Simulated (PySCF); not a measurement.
**Chlorine: highly charged ions in a basis for the neutral atom**

Cl⁸⁺ [He] 2s2 2p5, Cl⁹⁺ [He] 2s2 2p4. Computed with PySCF 2.14 in jorge-DZP-DKH (7s4p1d, 24 functions), with the spin-free X2C one-electron Hamiltonian (Gaussian nucleus). No spin-orbit coupling, so a gap to NIST mixes the basis error with missing relativistic terms.

Changed run: basis of the neutral atom used for a highly charged ion. This setting is unsound on purpose.

```json
{"species": "Cl⁸⁺", "method": "UHF", "sound run (hartree)": "not run", "changed run (hartree)": "-433.34565", "converged": "yes"}
{"species": "Cl⁸⁺", "method": "PBE", "sound run (hartree)": "not run", "changed run (hartree)": "-433.50695", "converged": "yes"}
{"species": "Cl⁸⁺", "method": "M06-L", "sound run (hartree)": "not run", "changed run (hartree)": "-433.75590", "converged": "yes"}
{"species": "Cl⁹⁺", "method": "UHF", "sound run (hartree)": "not run", "changed run (hartree)": "-418.59937", "converged": "yes"}
{"species": "Cl⁹⁺", "method": "PBE", "sound run (hartree)": "not run", "changed run (hartree)": "-418.70342", "converged": "yes"}
{"species": "Cl⁹⁺", "method": "M06-L", "sound run (hartree)": "not run", "changed run (hartree)": "-418.94342", "converged": "yes"}
```

Ionisation energy of Cl⁸⁺:

```tsv
method	changed run (eV)	NIST (eV)
UHF	401.27	400.85
PBE	402.82	400.85
M06-L	403.07	400.85
```

The contracted functions were made for the neutral atom and can be too rigid for a highly charged ion.
